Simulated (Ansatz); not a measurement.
One change: `[F][AlH2]` becomes `[F][AlH][SH]`.

Ansatz, PBE0-D4/def2-TZVP geometries, multiplicity 1. Each molecule was computed in one conformer, which needn't be the lowest.

```
                                        property  `[F][AlH2]`
           HOMO–LUMO gap (B3LYP/def2-TZVPP) / eV         7.00
             LUMO energy (B3LYP/def2-TZVPP) / eV        -1.62
           HOMO energy (ωB97M-V/def2-TZVPP) / eV       -11.01
  zero-point energy (PBE0-D4/def2-TZVP) / kJ/mol         40.2
size of the dipole moment (B3LYP/def2-TZVPP) / D         1.35
              LUMO energy (PBE0/def2-TZVPP) / eV        -1.37
```

(1) What does the change do to each property? (Best estimate.)

Results:

(1) Ansatz gave: 
```json
{"property": "HOMO–LUMO gap (B3LYP/def2-TZVPP) / eV", "`[F][AlH][SH]`": "6.63", "shift": "-0.37"}
{"property": "LUMO energy (B3LYP/def2-TZVPP) / eV", "`[F][AlH][SH]`": "-1.18", "shift": "0.44"}
{"property": "HOMO energy (ωB97M-V/def2-TZVPP) / eV", "`[F][AlH][SH]`": "-10.26", "shift": "0.75"}
{"property": "zero-point energy (PBE0-D4/def2-TZVP) / kJ/mol", "`[F][AlH][SH]`": "49.5", "shift": "9.3"}
{"property": "size of the dipole moment (B3LYP/def2-TZVPP) / D", "`[F][AlH][SH]`": "1.85", "shift": "0.50"}
{"property": "LUMO energy (PBE0/def2-TZVPP) / eV", "`[F][AlH][SH]`": "-0.97", "shift": "0.40"}
```

With PBE0 the HOMO rises by 0.71 eV and the LUMO rises by 0.40 eV, so the gap narrows by about 0.31 eV. PBE moves the HOMO by 0.58 eV and ωB97M-V by 0.75 eV. The zero-point energy changes by 9.3 kJ/mol with +3 modes. Dipoles are sizes alone; their direction can turn.

B3LYP here is the variant with VWN-RPA as its local correlation; programs differ in this.
